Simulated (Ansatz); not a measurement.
Gas-phase reaction in SMILES: O=c1cc1 + 4 C (CH4) -> C=C (C2H4) [ethene] + C=O (CH2O) [formaldehyde] + 2 CC (C2H6)

Wanted: bond separation energy (electronic), in kcal/mol. Terms: LANL2DZ all-electron up to Ne; dispersion terms only where a functional's name holds one; non-relativistic; spin-orbit terms left out; valence correlation only. Basis-set limits of correlation are two-point, X^-3; Hartree-Fock from the larger set. [CCSD(T)-MP2]/basis is that difference in the basis named. First-principles rows: single points at B3LYP-D3(BJ) geometries (Ansatz, a first-principles code).

```csv
species,coefficient,"E at B3LYP/LANL2DZ (Ansatz), Eh","E at PBE0/def2-TZVPD (Ansatz), Eh"
O=c1cc1,-1,-190.59451,-190.50248
C (CH4),-4,-40.51439,-40.47422
C=C (C2H4),+1,-78.57751,-78.51248
C=O (CH2O),+1,-114.48097,-114.41951
CC (C2H6),+2,-79.81861,-79.75036
```

Coupled cluster (Ansatz) is a level with limits of its own, used here on species with T1 under 0.025 (0.045 for open shells) and stable references: RI-MP2/CBS(cc-pVTZ,cc-pVQZ)+[CCSD(T)-MP2]/cc-pVTZ. Value to compare with, RI-MP2/CBS(cc-pVTZ,cc-pVQZ)+[CCSD(T)-MP2]/cc-pVTZ (Ansatz): -26.0 kcal/mol. 1 Eh = 627.5095 kcal/mol.

Compute it at each level from the table, and compare with RI-MP2/CBS(cc-pVTZ,cc-pVQZ)+[CCSD(T)-MP2]/cc-pVTZ (Ansatz).


- B3LYP/LANL2DZ: the sum of coefficient times E is -0.04363 Eh, or -27.38 kcal/mol. Result: -27.4 kcal/mol. Its difference against RI-MP2/CBS(cc-pVTZ,cc-pVQZ)+[CCSD(T)-MP2]/cc-pVTZ (Ansatz) is -1.4 kcal/mol.
- PBE0/def2-TZVPD: the sum of coefficient times E is -0.03335 Eh, or -20.93 kcal/mol. Result: -20.9 kcal/mol. Its difference against RI-MP2/CBS(cc-pVTZ,cc-pVQZ)+[CCSD(T)-MP2]/cc-pVTZ (Ansatz) is 5.1 kcal/mol.
